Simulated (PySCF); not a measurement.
# C4H5Cl: the cost of one run

The runs use PySCF 2.14.0, with density-fitted response routines of our own; the level of theory stands in each step. All values are computed, except where a source is named. Atoms are numbered from 0 throughout.

## 1. The molecule as given

10 atoms, charge 0, multiplicity 1; geometry from: MMFF94s. The atoms were then displaced at random by about 0.03 Å, so the start is not that level's minimum.

Bonds of the start (Å): C0–C1 1.36, C1–C2 1.34, C2–C3 1.38, C3–Cl4 1.85, C0–H5 1.14, C0–H6 1.02, C2–H7 1.05, C3–H8 1.18, C3–H9 1.09.

## 2. Relaxing the molecule at PBE0-D3(BJ)/def2-SVP

What the job is given:

```
{"job": {"xc": "PBE0", "basis": "def2-SVP", "d3": "d3bj", "grid": 1, "shake": 0.03, "kind": "geom"}, "charge": 0, "multiplicity": 1}
C      2.189930     0.090830     0.162100
C      0.885090    -0.189300    -0.103630
C     -0.387610    -0.526910    -0.375910
C     -1.436800     0.147850     0.211580
Cl    -2.605650     0.675120    -1.122520
H      2.571920     1.017960    -0.376870
H      2.753570    -0.388940     0.869110
H     -0.450420    -1.354480    -1.018980
H     -2.106880    -0.551070     0.892850
H     -1.288490     1.002190     0.866700
```

The run is started by

```bash
> OMP_NUM_THREADS=1 python probes_run.py task.json out
```

One launch serves the whole session: the jobs run in the order shown.

Q: Estimate the wall time and peak memory of this first job on 1 thread of Arm Neoverse V1, shared host.

About 23 s, with a peak of 0.44 GiB.
